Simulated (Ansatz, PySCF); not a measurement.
Molecule: dimethylether, C₂H₆O, net charge 0, singlet state. SMILES: COC
Structure (B3LYP-D3(BJ)/def2-TZVP (Ansatz, a first-principles code) minimum search):
```
O
C 1 1.4094
H 2 1.0890 1 107.47
H 2 1.0983 3 109.03 1 -120.94
H 2 1.0983 3 109.03 4 -118.12
C 1 1.4094 2 112.50 3 -180.00
H 6 1.0890 1 107.47 2 180.00
H 6 1.0983 7 109.03 1 120.94
H 6 1.0983 7 109.03 8 118.12
```


Quantity: enthalpy of formation at 298 K (from the atomisation energy, B3LYP-D3(BJ)/def2-TZVP harmonic zero-point and thermal terms from PySCF, and the atoms' enthalpies of formation in the G2/97 table; no spin-orbit terms, and no core term in the frozen-core levels), in kcal/mol. Correlated levels leave the core frozen unless marked. UHF or UKS for open shells. No spin-orbit coupling. Non-relativistic. The coupled-cluster limit lacks core correlation, which all-electron functionals hold. CBS(X,Y): correlation extrapolated as X^-3; Hartree-Fock from the larger set. The bracket is a focal-point correction in the basis named.

| level | program | enthalpy of formation at 298 K (kcal/mol) |
|---|---|---|
| HF/6-31G | Ansatz | 209.7 |
| HF/cc-pVTZ | Ansatz | 169.2 |
| revPBE-D4/def2-TZVPD | Ansatz + dftd4 | -38.4 |
| BP86/def2-TZVPD | PySCF | -65.7 |
| PBE0/STO-3G | Ansatz | -180.4 |
| PBE0/def2-TZVP | Ansatz | -41.0 |
| r2SCANh-D4/def2-TZVPD | Ansatz + dftd4 | -38.4 |
| r2SCAN0/def2-TZVPD | Ansatz | -31.4 |
| PW6B95-D4/def2-TZVPD | PySCF + dftd4 | -44.0 |
| HSE06-D3(BJ)/def2-TZVPD | Ansatz + dftd3 | -43.6 |
| B2GP-PLYP-D4/def2-TZVPD | Ansatz + dftd4 | -32.0 |
| B2PLYP-D3(BJ)/def2-TZVPD | Ansatz + dftd3 | -35.4 |
| RPA@PBE/cc-pVQZ | Ansatz | -4.4 |
| RI-MP2/aug-cc-pVQZ | Ansatz | -45.5 |
| RI-MP2/CBS(aug-cc-pVTZ,aug-cc-pVQZ) | Ansatz | -51.6 |
| SCS-MP2/6-31G* | Ansatz | 25.6 |
| CCSD/6-31G | Ansatz | 81.2 |
| CCSD(T)/aug-cc-pVDZ | Ansatz | 5.5 |
| CCSD(T)/cc-pVDZ | Ansatz | 13.9 |
| CCSD(T)/aug-cc-pVTZ | Ansatz | -29.3 |
| RI-MP2/CBS(aug-cc-pVTZ,aug-cc-pVQZ)+[CCSD(T)-MP2]/aug-cc-pVTZ | Ansatz | -44.3 |
